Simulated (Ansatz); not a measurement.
Ideal-gas functions of ClH2MgN (`[NH2][Mg][Cl]`) at 400 K and 1 bar, from an Ansatz frequency run at PBE0-D4/def2-TZVP.

Molar mass 75.78 g/mol, point group C2v (symmetry number 2), electronic degeneracy 1, moments of inertia 1.331, 202.391, 203.722 u Å². Harmonic wavenumbers (cm⁻¹, unscaled): 120, 130, 287, 400, 541, 762, 1557, 3589, 3670.

Use S(trans) = R[1.5 ln M + 2.5 ln T − 1.1517]; rotational temperatures θ = 24.2544 K / I; S(rot) = R[ln(√π/σ · √(T³/θAθBθC)) + 1.5]; for each mode x = 1.438777 ν̃/T, S = R[x/(eˣ − 1) − ln(1 − e⁻ˣ)] and H = RT x/(eˣ − 1); 1 cm⁻¹ = 0.0119627 kJ/mol; R = 8.31446 J/(mol·K).

Task: By hand: the entropy, in J/(mol·K).

Result: Translation 168.9. Rotation: θ = 18.2227, 0.1198, 0.1191 K, giving 91.8. Vibration, mode by mode: 15.36, 14.71, 8.41, 5.97, 3.98, 2.13, 0.20, 0.00, 0.00, in all 50.8. Electronic 0.0. Sum 311.5 J/(mol·K).

Task: By hand: H − E and G − E in kJ/mol, counted from the electronic energy.

Result: Zero-point energy ½ × 11056 × 0.0119627 = 66.1; thermal vibration 10.4; translation, rotation and pV give 4 RT = 13.3. H − E = 89.8 kJ/mol, and G − E = 89.8 − 400 × 311.5/1000 = -34.8 kJ/mol.

Vibration gives 16 % of the entropy, 30.1 J/(mol·K) of it from the modes under 150 cm⁻¹: soft modes count most, and the harmonic formula is weakest for them. The sum counts one conformer and one mirror image; others add a mixing term.
